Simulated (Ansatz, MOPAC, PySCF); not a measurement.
System: C2Cl4 (charge 0, singlet). SMILES: C(=C(Cl)Cl)(Cl)Cl
Coordinates optimised at B3LYP-D3(BJ)/def2-TZVP (Ansatz, a quantum-chemistry and plane-wave program):
```
C
C 1 1.3392
Cl 1 1.7185 2 122.37
Cl 2 1.7185 1 122.37 3 180.00
Cl 1 1.7185 2 122.37 4 0.00
Cl 2 1.7185 1 122.37 3 0.00
```

Unscaled harmonic wavenumbers (cm⁻¹) in rising order, each level at the stationary point that it reaches from this structure (no distance between atoms moves by over 0.3 Å); the order of modes can differ between levels, and a negative number is imaginary. B3LYP-D3(BJ)/def2-TZVP (PySCF, at the structure above): 98, 178, 238, 290, 313, 346, 447, 550, 776, 885, 970, 1615.

AM1 (MOPAC): 84, 171, 244, 338, 347, 367, 532, 584, 868, 1014, 1038, 1764. Zero-point energy 10.5 against 9.6 kcal/mol; where all levels lie over 400 cm⁻¹, the wavenumbers are on average 1.113 times those of B3LYP-D3(BJ)/def2-TZVP.

HF/3-21G (Ansatz): 109, 183, 236, 303, 317, 362, 423, 665, 758, 890, 1009, 1882. Zero-point energy 10.2 against 9.6 kcal/mol; where all levels lie over 400 cm⁻¹, the wavenumbers are on average 1.057 times those of B3LYP-D3(BJ)/def2-TZVP.
